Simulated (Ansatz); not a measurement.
# C2H3Al: the cost of one run

Computed with Ansatz 0.2.0, driven from Python. Level of theory: B3LYP+D4/def2-SVP.

**1. The system**

Bond lengths: C1–C2 1.218 Å, C2–Al3 1.929 Å, C1–H4 1.001 Å, Al3–H5 1.613 Å, Al3–H6 1.612 Å. Angles: C1–C2–Al3 177.7°, C2–C1–H4 176.1°, C2–Al3–H5 120.0°, C2–Al3–H6 120.8°, H5–Al3–H6 119.2°.

The script holds or builds the structure itself.

**2. The script**

relaxed_scan_c2h3al.py

```python
# -*- coding: utf-8 -*-
import logging
import sys

import ansatz
import numpy as np

logging.basicConfig(stream=sys.stdout, format="%(name)s: %(message)s")
log = logging.getLogger("ansatz_job")
log.setLevel(logging.INFO)

BASIS_SET = "def2-SVP"
FUNCTIONAL = "b3lyp"
VDW = "d4"


def main():
    geometry_ang = [
        ("C", [-0.7949, -1.6889, -0.2933]),
        ("C", [-0.2987, -0.592, -0.1082]),
        ("Al", [0.5552, 1.111, 0.1974]),
        ("H", [-1.2508, -2.5595, -0.4824]),
        ("H", [1.373, 1.8289, -0.9936]),
        ("H", [0.4583, 1.8365, 1.6339]),
    ]
    mol = ansatz.Crystal.molecule()
    for symbol, xyz in geometry_ang:
        mol = mol.atom(symbol, xyz)

    model = (
        mol.calculation()
        .basis(gaussian=BASIS_SET)
        .functional(FUNCTIONAL, dispersion=VDW)
    )
    symbols = [site.symbol for site in mol.cartesian_sites]
    pairs = [(0, 1), (0, 3), (1, 2), (2, 4), (2, 5)]
    print("held (A)   E (eV)        ", "  ".join(f"{symbols[i]}{i}-{symbols[j]}{j}" for i, j in pairs))
    for length in [1.78, 1.93, 2.08, 2.32, 2.6]:
        rep = model.relax(constraints=[ansatz.DistanceConstraint((1, 2), at=length)], force_tolerance=0.02, max_steps=60).run().report
        xyz = np.array(rep["positions_ang"])
        print(f"{length:6.2f} {rep['free_energy_ev']:14.5f}  ", "  ".join(f"{np.linalg.norm(xyz[i] - xyz[j]):.3f}" for i, j in pairs))


if __name__ == "__main__":
    main()
```

**3. What the engine is handed**

The package turns the script's settings into the engine's input (first run):

```yaml
crystal:
  periodic: [false, false, false]
  atoms:
    - { symbol: C, position_ang: [-0.7949, -1.6889, -0.2933] }
    - { symbol: C, position_ang: [-0.2987, -0.592, -0.1082] }
    - { symbol: Al, position_ang: [0.5552, 1.111, 0.1974] }
    - { symbol: H, position_ang: [-1.2508, -2.5595, -0.4824] }
    - { symbol: H, position_ang: [1.373, 1.8289, -0.9936] }
    - { symbol: H, position_ang: [0.4583, 1.8365, 1.6339] }
basis:
  gaussian:
    orbitals: def2-SVP
hamiltonian:
  xc: b3lyp
  dispersion: d4
relax:
  f_tol: 0.02
  max_steps: 60
  constraints:
    - { distance: [1, 2], at: 1.78 }
```

**4. Running it**

Run with:

```console
python relaxed_scan_c2h3al.py
```

**Question.** How long does this script take on 1 thread of Arm Neoverse V1, shared host, and how much memory does it need?

About 45 s, with a peak of 0.19 GiB.
